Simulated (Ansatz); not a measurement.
## α-phase B

Computed with r²SCAN-D4 (Ansatz, an electronic-structure program, plane waves, PAW).

Run with plane-wave cutoff 560 eV, 8×8×8 k mesh, Fermi–Dirac smearing 0.01 eV, scalar-relativistic PAW data made under PBE.

Cell (relaxed at this level):

B is modelled in the trigonal space group R-3m, hexagonal axes (No. 166), Pearson symbol hR12. Lattice parameters: a = b = 4.8844 Å, c = 12.4836 Å, α = β = 90.00°, γ = 120.00°. B1 on 18h is surrounded by 6 B at 1.663–1.791 Å. B2 on 18h sees 5 B at 1.770–1.791 Å and 2 B at 2.005 Å. (Neighbours: up to the widest gap in distance over summed covalent radii, below 1.35, at either atom.)
(The calculation used a cell of 12 atoms; values per cell refer to that cell.)

bulk modulus B0: 218 GPa
band gap: 1.61 eV (indirect)
smallest direct gap on the k points sampled: 1.99 eV
direct gap at Γ: 2.01 eV
pressure derivative B′ of the bulk modulus: 3.9

Measured, for comparison: bulk modulus 224 ± 7 GPa (room temperature, not corrected to a static lattice; as tabulated in Cherednichenko and Solozhenko (2017), arXiv:1709.01104). Computed (rounded) less measured: bulk modulus -3 % (inside the measured uncertainty).

Note: the bulk modulus comes from volumes at which shape and atoms were relaxed.

Static lattice: no zero-point or thermal effects.
